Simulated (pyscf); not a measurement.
A first-order saddle from PySCF, ωB97X-D3(BJ)/def2-SVP:

```xyz
11

B     -0.7408     0.3259     0.1863
Cl    -2.1267    -0.6652     1.7845
N      0.3801    -0.4826    -0.1492
N     -1.6828     0.8448    -0.7605
H      1.1202    -0.6439     0.5219
H      0.2044    -1.3066    -0.7145
H     -1.5547     0.5685    -1.7275
H     -2.6603     0.8579    -0.4950
S     -0.1955     1.6405     1.6615
H     -1.1898     0.7601     2.2811
H     -1.0711     2.5966     1.2987
```

Surface: singlet, charge 0. Lowest wavenumbers (cm⁻¹): 675i, 145, 218, 254, 268.

Task: Name the species on either side of this saddle.

Result: H₂N–B(NH₂)–Cl + H₂S <-> H₂N–B(NH₂)–SH + hydrogen chloride (HCl), a four-centre exchange read from left to right: B–Cl, H–S broken and B–S, Cl–H formed. At ωB97M-D3(BJ)/def2-TZVP it lies +36.3 kcal/mol from the left side and +26.9 kcal/mol from the right (each side as separated species at their lowest minima found). On the product side the descent ends in a complex, 5.6 kcal/mol under the separated species and 32.0 kcal/mol under the saddle at ωB97X-D3(BJ)/def2-TZVP. The reactants may also form a dative adduct at H₂N–B(NH₂)–Cl; it and routes through it were not searched. This is the saddle that the search found; another between the same sides may lie lower.
